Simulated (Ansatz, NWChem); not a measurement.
Worked example: the enthalpy of formation of C4H6 (1,3-butadiene)

C4H6: 10 atoms, total charge 0, spin state singlet. SMILES: `C=CC=C`. The coordinates come from a PBE0-D4/def2-TZVP relaxation. This is one conformer, not always the lowest.

```csv
atom,x (Å),y (Å),z (Å)
C,-1.2387,0.8172,-1.0714
C,-0.5524,0.4534,0.0107
C,0.5691,-0.4635,-0.0102
C,1.2553,-0.8275,1.0720
H,-0.9847,0.4331,-2.0542
H,-2.0720,1.5064,-1.0114
H,-0.8308,0.8552,0.9828
H,0.8476,-0.8652,-0.9823
H,1.0010,-0.4436,2.0549
H,2.0886,-1.5166,1.0120
```

Total energies at B2PLYP/6-31G* (spherical functions), 4 core orbitals frozen (NWChem 7.3.0); the atoms run unrestricted:

| species | state | energy (Eh) |
| --- | --- | --- |
| C4H6 | singlet | -155.788527 |
| C | triplet | -37.808708 |
| H | doublet | -0.496918 |

Harmonic wavenumbers at PBE/def2-SVP, in cm⁻¹: 181, 287, 500, 523, 756, 879, 887, 890, 956, 962, 1023, 1190, 1255, 1258, 1347, 1402, 1612, 1667, 3065, 3072, 3077, 3079, 3176, 3176.

Measured heats of formation of the gaseous atoms at 298.15 K, in kJ/mol: C 716.9, H 218.0. Spin-orbit lowering of the atoms at 298 K (mean of the ground term's levels less their thermal mean, from spectra), in kJ/mol: C 0.02. Take 1 Eh = 2625.50 kJ/mol, 1 cm⁻¹ = 0.0119627 kJ/mol, RT = 2.479 kJ/mol.

Work out the heat of formation of the gas at 298 K.


1. Electronic atomisation energy: 4 × (-37.808708) + 6 × (-0.496918) − (-155.788527) = 1.572187 Eh = 4127.8 kJ/mol.
2. Zero-point energy: half the sum of the wavenumbers, 18110 cm⁻¹ = 216.6 kJ/mol.
3. Thermal vibrational enthalpy, Σ hcν̃/(exp(hcν̃/kT) − 1): 5.0 kJ/mol. Translation, rotation and pV of a non-linear molecule: 4 RT = 9.9 kJ/mol.
4. The 10 free atoms carry 5/2 RT each: 62.0 kJ/mol.
5. Spin-orbit coupling lowers the free atoms by 4 × 0.02 = 0.1 kJ/mol.
6. Atomisation enthalpy at 298 K: 4127.8 − 0.1 − 216.6 − 5.0 − 9.9 + 62.0 = 3958.2 kJ/mol.
7. Sum of the atoms' heats of formation: 4175.6 kJ/mol. Heat of formation: 4175.6 − 3958.2 = +217.4 kJ/mol.

The tabulated value is +110.0 kJ/mol (CRC Handbook of Chemistry and Physics), so this level is off by +107.4 kJ/mol, or 2.6 % of the atomisation enthalpy. A double-zeta basis underbinds. Anharmonicity and any spin-orbit splitting of the molecule are left out, and so is core correlation.
